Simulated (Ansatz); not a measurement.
Worked example: B–B–SH⁺, quintet against B–B–SH, quartet

Geometry (PBE0/def2-TZVP stationary point of a quartet), kept for both states (B–B–SH, quartet: A''; B–B–SH⁺, quintet: A'):

```xyz
4

B     0.0000    0.0310    2.2853
B     0.0000    0.0361    0.7636
S     0.0000   -0.0625   -0.9902
H     0.0000    1.2684   -1.2002
```

Basis cc-pVDZ; Ansatz 0.2.0. Correlated methods freeze the noble-gas cores. R marks a restricted (for open shells ROHF) determinant, U an unrestricted one.

Full CI isn't at hand for all of this; UCCSDT(Q) serves as the reference, and is uncertain by the last step of the cluster series or more.

```
    level  E(B–B–SH, quartet) (hartree)  E(B–B–SH⁺, quintet) (hartree)
      UHF                   -447.366990                    -447.009674
     UMP2                   -447.598891                    -447.204598
 UCCSD(T)                   -447.643386                    -447.251657
      PBE                   -448.077456                    -447.676025
  wB97M-V                   -448.280011                    -447.878371
UCCSDT(Q)                   -447.645472                    -447.253654
```

Q: Give the vertical gap, B–B–SH⁺ quintet less B–B–SH quartet, at each level in eV (1 hartree = 27.2114 eV), and each error against UCCSDT(Q).

A: UCCSDT(Q): (-447.253654 − (-447.645472)) × 27.2114 = 10.662 eV (the reference)
wB97M-V: (-447.878371 − (-448.280011)) × 27.2114 = 10.929 eV, error 0.267 eV
PBE: (-447.676025 − (-448.077456)) × 27.2114 = 10.923 eV, error 0.261 eV
UCCSD(T): (-447.251657 − (-447.643386)) × 27.2114 = 10.659 eV, error -0.003 eV
UMP2: (-447.204598 − (-447.598891)) × 27.2114 = 10.729 eV, error 0.067 eV
UHF: (-447.009674 − (-447.366990)) × 27.2114 = 9.723 eV, error -0.939 eV

Total energies of functionals can't be set beside those of wave-function methods, since they hold the core's correlation and their own absolute errors; only the differences compare.

In so small a basis the reference is far from its limit while semilocal and hybrid functionals are nearer theirs, so the functionals' errors here hold much of the reference's basis and frozen-core error, which can add to them or hide them.

Each level lands on the state that its own search finds. T1 diagnostics of restricted CCSD: 0.022 and 0.020.
